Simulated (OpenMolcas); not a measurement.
**C3H4F2 (SMILES FC=CCF), step by step**

Wanted: a series of 8 runs (UHF/6-31G*, CASSCF(4,4)/6-31G*, CASPT2(4,4)/6-31G*, CASPT2[IPEA 0](4,4)/6-31G*, SC-NEVPT2(4,4)/6-31G*, PC-NEVPT2(4,4)/6-31G*, MC-PDFT[tPBE](4,4)/6-31G*, MC-PDFT[ftPBE](4,4)/6-31G*) of C3H4F2. 

The calculation is run with OpenMolcas 26.06.

## Step 1: The molecule

The species is C3H4F2 (9 atoms), meant as a singlet with charge 0. As SMILES, `FC=CCF`. The F1–C2 distance was set to 2.405 Å, away from the relaxed value. At this shape a bond of the SMILES string is far longer than usual.

Bond lengths: C2–C3 1.320 Å, C3–C4 1.485 Å, C4–F5 1.387 Å, C2–H6 1.084 Å, C3–H7 1.084 Å, C4–H8 1.095 Å, C4–H9 1.091 Å. Angles: C2–C3–C4 124.9°, C3–C4–F5 109.9°, C2–C3–H7 117.2°, C4–C3–H7 117.9°, C3–C2–H6 125.2°, C3–C4–H8 111.0°, C3–C4–H9 111.5°, F5–C4–H8 107.0°, F5–C4–H9 108.2°, H8–C4–H9 109.1°.

## Step 2: The energy at UHF/6-31G(d) (spherical functions) (run 1)

The input, step1.input:

```
&GATEWAY
 BasLib = $CurrDir
 Coord
 9
 angstrom
 F       -2.582881       1.320185      -0.456527
 C       -0.756800      -0.083800      -1.148800
 C        0.269900      -0.355400      -0.364300
 C        0.439500       0.155200       1.019400
 F        1.656600       0.811400       1.133700
 H       -0.888900      -0.458700      -2.156900
 H        1.042400      -1.001300      -0.765600
 H        0.449800      -0.666700       1.742700
 H       -0.352600       0.856800       1.286900
 Basis = 6-31Gs
 Group = NoSym

&SEWARD

&SCF
 UHF
 Scramble = 0.25
 PrOrbitals = 1 1
```

The basis set 6-31G* is read from a file made from the Basis Set Exchange's data (not shown).

Launch:

```bash
$ export MOLCAS_MEM=1860
$ pymolcas step1.input > step1.log
```

What it wrote:

```text
--- Start Module: gateway ---
[...]
--- Stop Module: gateway /rc=_RC_ALL_IS_WELL_ ---
--- Start Module: seward ---
[...]
      Basis functions           78
--- Stop Module: seward /rc=_RC_ALL_IS_WELL_ ---
[...]
--- Start Module: scf ---
[...]
       Convergence after  34 Iterations
[...]
::    Total SCF energy                               -314.6388948739
[...]
      Total spin, S                                     0.6814462038
[...]
      Total electronic charge=   40.000000
      Total            charge=   -0.000000
[...]
      Dipole Moment (debye):
      Origin of the operator (angstrom)=   -0.2296    0.4589    0.0903
                   X= -9.6919E-01               Y= -1.5897E+00               Z= -5.7076E-01           Total=  1.9473E+00
      Quadrupole Moment (debye*angstrom):
[...]
--- Stop Module: scf /rc=_RC_ALL_IS_WELL_ ---
[...]
```

Wall time 19 s (1 thread of AMD EPYC 7R43 (Zen 3), shared host); peak memory 0.44 GiB.

## Step 3: The energy at CASSCF(4,4)/6-31G(d) (spherical functions) (run 2)

The input, step2.inp:

```
* C3H4F2 CASSCF
>>> EXPORT MOLCAS_PRINT=2

&GATEWAY
 BasLib=$CurrDir
 Coord
 9
 angstrom
 F       -2.582881       1.320185      -0.456527
 C       -0.756800      -0.083800      -1.148800
 C        0.269900      -0.355400      -0.364300
 C        0.439500       0.155200       1.019400
 F        1.656600       0.811400       1.133700
 H       -0.888900      -0.458700      -2.156900
 H        1.042400      -1.001300      -0.765600
 H        0.449800      -0.666700       1.742700
 H       -0.352600       0.856800       1.286900
 Basis=6-31Gs
 Group=NoSym

&SEWARD

&RASSCF
 FileOrb=$CurrDir/step1.UnaOrb
 Spin=1
 Nactel=4 0 0
 Inactive=18
 Ras2=4
 OrbListing=Few
 OrbAppear=Compact
```

The basis set 6-31G* is read from a file made from the Basis Set Exchange's data (not shown).

Launch:

```bash
$ export MOLCAS_MEM=1860
$ pymolcas step2.inp > step2.log
```

What it wrote:

```text
--- Start Module: gateway ---
[...]
--- Stop Module: gateway /rc=_RC_ALL_IS_WELL_ ---
--- Start Module: seward ---
[...]
      Basis functions           78
--- Stop Module: seward /rc=_RC_ALL_IS_WELL_ ---
[...]
--- Start Module: rasscf ---
[...]
      Number of active orbitals                  4
[...]
      Spin quantum number                      0.0
[...]
      Active orbitals                            4
[...]
      Number of CSFs                            20
[...]
      Number of root(s) required                 1
[...]
      Convergence after 15 iterations
[...]
      printout of CI-coefficients larger than  0.05 for root  1
      energy=    -314.677260
      conf/sym  1111     Coeff  Weight
             1  2200  -0.86637 0.75060
             6  2020   0.44404 0.19717
            10  udud   0.09408 0.00885
            14  0202   0.18269 0.03338
            20  0022  -0.09548 0.00912
      Natural orbitals and occupation numbers for root  1
      sym 1:   1.905230   1.577611   0.422493   0.094666
      ************************************************************************************************************************
      *                                                    Final results                                                     *
[...]
::    RASSCF root number  1 Total energy:   -314.67725970
[...]
      Total electronic charge=   40.000000
      Total            charge=   -0.000000
[...]
      Dipole Moment (debye):
      Origin of the operator (angstrom)=   -0.2296    0.4589    0.0903
                   X= -3.0331E-01               Y= -2.0322E+00               Z= -6.6755E-01           Total=  2.1604E+00
      Quadrupole Moment (debye*angstrom):
[...]
--- Stop Module: rasscf /rc=_RC_ALL_IS_WELL_ ---
[...]
```

Run time: 15 s. Hardware: 1 thread of AMD EPYC 7R43 (Zen 3), shared host; peak memory 0.44 GiB.

Runs 3 to 7 aren't shown in full; the table further down has their settings and results.

## Step 4: A single-point energy at MC-PDFT[ftPBE](4,4)/6-31G(d) (spherical functions) (run 8)

The input, step8.input:

```
&GATEWAY
 BasLib=$CurrDir
 Coord
 9
 angstrom
 F       -2.582881       1.320185      -0.456527
 C       -0.756800      -0.083800      -1.148800
 C        0.269900      -0.355400      -0.364300
 C        0.439500       0.155200       1.019400
 F        1.656600       0.811400       1.133700
 H       -0.888900      -0.458700      -2.156900
 H        1.042400      -1.001300      -0.765600
 H        0.449800      -0.666700       1.742700
 H       -0.352600       0.856800       1.286900
 Basis=6-31Gs
 Group=NoSym

&SEWARD

&RASSCF
 FileOrb=$CurrDir/step2.RasOrb
 Spin=1
 Nactel=4 0 0
 Inactive=18
 Ras2=4
 OrbListing=Few
 OrbAppear=Compact

&MCPDFT
 KSDFT=FT:PBE
```

The basis set 6-31G* is read from a file made from the Basis Set Exchange's data (not shown).

Launch:

```bash
$ export MOLCAS_MEM=1860
$ pymolcas step8.input > step8.log
```

What it wrote:

```text
--- Start Module: gateway ---
[...]
--- Stop Module: gateway /rc=_RC_ALL_IS_WELL_ ---
[...]
      Basis functions           78
[...]
--- Start Module: rasscf ---
[...]
      Number of active orbitals                  4
[...]
      Spin quantum number                      0.0
[...]
      Active orbitals                            4
[...]
      Number of CSFs                            20
[...]
      Number of root(s) required                 1
[...]
      Convergence after  4 iterations
[...]
      printout of CI-coefficients larger than  0.05 for root  1
      energy=    -314.677260
      conf/sym  1111     Coeff  Weight
             1  2200  -0.86637 0.75060
             6  2020   0.44404 0.19718
            10  udud   0.09408 0.00885
            14  0202   0.18269 0.03338
            20  0022  -0.09549 0.00912
      Natural orbitals and occupation numbers for root  1
      sym 1:   1.905230   1.577608   0.422496   0.094667
      ************************************************************************************************************************
      *                                                    Final results                                                     *
[...]
::    RASSCF root number  1 Total energy:   -314.67725970
[...]
      Total electronic charge=   40.000000
      Total            charge=   -0.000000
[...]
      Dipole Moment (debye):
      Origin of the operator (angstrom)=   -0.2296    0.4589    0.0903
                   X= -3.0334E-01               Y= -2.0322E+00               Z= -6.6754E-01           Total=  2.1604E+00
      Quadrupole Moment (debye*angstrom):
[...]
--- Stop Module: rasscf /rc=_RC_ALL_IS_WELL_ ---
[...]
--- Start Module: mcpdft ---
[...]
 ###    WARNING: Deprecation warning: KSDF should be replaced                ###
 ###    with FUNC keyword                                                    ###
 ###############################################################################
[...]
::    MCPDFT root number  1 Total energy:   -315.90867893
--- Stop Module: mcpdft /rc=_RC_ALL_IS_WELL_ ---
[...]
```

It took 13 s on 1 thread of AMD EPYC 7R43 (Zen 3), shared host; peak memory 0.44 GiB.

## Step 5: All runs side by side

```tsv
run	level	scramble	active rule	energy (Eh)	dipole moment (D) of the reference	wall time
1	UHF/6-31G* (spherical functions)	0.25	–	-314.638895	1.95	19 s
2	CASSCF(4,4)/6-31G* (spherical functions)	–	uhf natural orbitals	-314.677260	2.16	15 s
3	CASPT2(4,4)/6-31G* (spherical functions)	–	uhf natural orbitals	-315.314573	2.16	12 s
4	CASPT2[IPEA 0](4,4)/6-31G* (spherical functions)	–	uhf natural orbitals	-315.319580	2.16	13 s
5	SC-NEVPT2(4,4)/6-31G* (spherical functions)	–	uhf natural orbitals	-315.310277	2.16	11 s
6	PC-NEVPT2(4,4)/6-31G* (spherical functions)	–	uhf natural orbitals	-315.310700	2.16	11 s
7	MC-PDFT[tPBE](4,4)/6-31G* (spherical functions)	–	uhf natural orbitals	-315.793757	2.16	13 s
8	MC-PDFT[ftPBE](4,4)/6-31G* (spherical functions)	–	uhf natural orbitals	-315.908679	2.16	13 s
```

## Step 6: Summary of results

| quantity | value |
| --- | --- |
| run 8, MC-PDFT[ftPBE](4,4)/6-31G*: total energy | -315.90868 Eh |
| run 8, MC-PDFT[ftPBE](4,4)/6-31G*: dipole moment (CASSCF density) | 2.16 D |

**Reading.** Below the UHF energy at the same shape and in the same basis (6-31G*): CASSCF(4,4) -38.4 mEh; CASPT2(4,4) -675.7 mEh; CASPT2[IPEA 0](4,4) -680.7 mEh; SC-NEVPT2(4,4) -671.4 mEh; PC-NEVPT2(4,4) -671.8 mEh. Active-space methods hold only the correlation inside their space unless a perturbation or CI step follows. Spin contamination of the reference: run 1 ⟨S²⟩ = 1.15. Where it is this large, the reference is a mixture of spin states, and values that rest on it are in doubt. All runs together took 1.8 min, the longest 19 s.
